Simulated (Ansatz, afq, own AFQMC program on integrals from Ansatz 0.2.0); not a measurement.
BH, singlet in cc-pVTZ along one coordinate

```xyz
2

B     0.0000    0.0000    0.0000
H     0.0000    0.0000    1.2410
```

The B1–H2 distance is changed with both sides rigid. Energies in kcal/mol count from this geometry (1.241 Å) at the same level; the start stands on RHF, each point on the determinant named.

Basis cc-pVTZ. Only valence electrons are correlated. AFQMC by an in-house program on the Cholesky factors that Ansatz 0.2.0 writes for its CCSD(T) run. The CISD trial takes its coefficients from CCSD amplitudes. Released means that phaseless walkers are propagated on without the constraint, phases kept. Uncertainties: one standard error, sampling alone.

Cautions, each for one point or more: cluster runs in doubt by the program's own checks; restricted determinant unstable towards unrestricted; strong correlation; the next higher spin lies close; the ph-AFQMC/CISD walk drifts between its halves; unrestricted determinant spin contaminated; walk and cluster series may follow different spin states.

```tsv
r(B1–H2) / Å	det.	T1	weight	⟨S²⟩	CCSD(T)	ph-AFQMC/CISD	released AFQMC	FCI	CCSDT(Q)	CCSD	B2PLYP
1.000	RHF	0.012	0.92	pure	18.6	18.6 ± 0.05	18.6 ± 0.05	18.6	18.6	18.5	17.6§
1.503	RHF	0.016	0.91	pure	10.0	10.1 ± 0.06	9.9 ± 0.05	10.0	10.0	10.2	10.7§
2.020	RHF	0.031	0.87	pure	43.3	43.6 ± 0.08	–	43.1	43.1	44.1	46.7
2.668	UHF	0.082	0.79	0.90	73.3	71.4 ± 0.1	–	70.6	70.4	74.5	74.2§
4.292	UHF‡	0.012	0.93	1.01	83.2	83.0 ± 0.05	83.0 ± 0.04	83.1	83.2	82.7	81.7§
```

Weight is that of the determinant in the CISD state; at the start T1 is 0.013 and the weight 0.91. A double dagger marks points where the walks on two determinants ended up to 4.8 kcal/mol apart; the lower is shown. A dash marks a missing value, a released energy that hasn't settled or a functional that sits on another state. § marks a functional whose ⟨S²⟩ is too high by over 0.1 (B2PLYP at the start too). Largest departures from full CI: CCSD(T) 2.8 kcal/mol at 2.668 (on UHF), ph-AFQMC/CISD 0.8 kcal/mol at 2.668 (on UHF), released AFQMC -0.1 kcal/mol at 4.292 (on UHF), CCSDT(Q) -0.1 kcal/mol at 2.668 (on UHF), CCSD 3.9 kcal/mol at 2.668 (on UHF). The functionals aren't scored here.

Some points may be missing: those where a free walk finds a much lower state, and past Zn most of those on another determinant than at the start.

CCSDT and higher add their correlation energy to the determinant of the CCSD(T) run, since their own runs factorise the integrals more tightly (a shift of under 2 meV). A walk keeps the symmetry of its determinant, which the program's search chose and which needn't be the lowest solution, so a lower state of the same spin and another symmetry isn't excluded. Released energies are given only where the last usable release times agree within the noise; a slower fall can still hide under it.
